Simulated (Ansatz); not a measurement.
Geometry optimisation, RKS PBE0/STO-3G (Ansatz 0.2.0).

input.yaml

```yaml
crystal:
  periodic: [false, false, false]
  atoms:
    - { symbol: C, position_ang: [-0.75374, -0.744, -0.1914] }
    - { symbol: Si, position_ang: [0.3257, 0.6216, 0.02083] }
    - { symbol: Mg, position_ang: [1.33164, -1.40956, 0.89964] }
    - { symbol: H, position_ang: [-1.7333, -0.55396, -0.67845] }
    - { symbol: H, position_ang: [0.8297, 2.08593, -0.05062] }
basis:
  gaussian: { orbitals: STO-3G }
hamiltonian:
  xc: pbe0
relax:
  f_tol: 0.02
  max_steps: 40
scf:
  lower_state_search: "off"
```

Launched with:

```bash
$ ansatz run input.yaml --threads 1 --pin off --max-ram 2048MiB --backend cpu --events-out ev --progress --plain --runs-dir out
```

Where does it end, and by what steps?

The forces met the threshold. Limits of this set-up: minimal basis. After 9 steps the energy has fallen by 2.400 eV; Mg3 moved furthest, 0.50 Å.

| step | energy less start (eV) | largest force component (eV/Å) | accepted |
| --- | --- | --- | --- |
| 0 | 0.0000 | 2.528 | yes |
| 1 | -1.1254 | 2.287 | yes |
| 2 | -1.7708 | 1.769 | yes |
| 3 | -2.1824 | 1.225 | yes |
| 4 | -2.3506 | 1.097 | yes |
| 5 | -2.3916 | 0.722 | yes |
| 6 | -2.3979 | 0.239 | yes |
| 7 | -2.3992 | 0.078 | yes |
| 8 | -2.3995 | 0.077 | yes |
| 9 | -2.4000 | 0.003 | yes |

```xyz
5
Properties=species:S:1:pos:R:3
C -0.517 -0.579 -0.117
Si 0.719 0.613 0.202
Mg 0.882 -1.507 0.714
H -1.514 -0.526 -0.584
H 0.430 2.000 -0.216
```

The run took 7.8 s on 1 thread of Arm Neoverse V2, with other jobs on the host, peak memory 0.1 GiB.
